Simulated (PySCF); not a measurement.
## Orbital picture of NaB

BHandHLYP at R = 2.505 Å; PySCF, no relativity, basis sets Na cc-pVDZ, B cc-pVDZ. State: ³Π (triplet), unpaired electrons σ ↑, π ↑. Only the outer orbitals are listed, counted within each symmetry.

| spin | orbital | occ. | ε (eV) | on Na (%) | main shells (%) |
| --- | --- | --- | --- | --- | --- |
| α | 1π | 1 | -35.82 | 100 | 100 Na p |
| α | 1π | 1 | -35.81 | 100 | 100 Na p |
| α | 4σ | 1 | -35.79 | 100 | 100 Na p |
| α | 5σ | 1 | -11.22 | 7 | 92 B s |
| α | 6σ | 1 | -4.69 | 37 | 62 B p, 36 Na s |
| α | 2π | 1 | -4.64 | 10 | 90 B p |
| α | 7σ | 0 | -1.03 | 79 | 50 Na s, 28 Na p, 21 B p |
| α | 2π | 0 | -0.45 | 60 | 59 Na p, 40 B p |
| α | 3π | 0 | 0.41 | 96 | 94 Na p |
| β | 1π | 1 | -35.78 | 100 | 100 Na p |
| β | 1π | 1 | -35.76 | 100 | 100 Na p |
| β | 4σ | 1 | -35.75 | 100 | 100 Na p |
| β | 5σ | 1 | -8.94 | 12 | 86 B s |
| β | 6σ | 0 | -1.43 | 94 | 74 Na s, 20 Na p |
| β | 2π | 0 | -0.29 | 70 | 70 Na p, 30 B p |
| β | 2π | 0 | -0.02 | 87 | 88 Na p, 13 B p |

Question: Which are the highest filled and the lowest empty level, where do they sit, and how wide is the gap?

Answer: Highest filled α 2π at -4.64 eV (in %: 90 B p); lowest empty β 6σ at -1.43 eV (in %: 74 Na s, 20 Na p); the gap at BHandHLYP is 3.21 eV.

The bond order (Mayer) is 0.94, the ⟨S²⟩ is 2.006 and the charge on Na (Mulliken, basis-dependent) is 0.33. The charge on Na (Löwdin, basis-dependent) is 0.27. The dipole moment (positive dipole means Na(−)B(+)) is -5.85 D.

The state was picked by a PBE0 search and need not be the measured ground state.
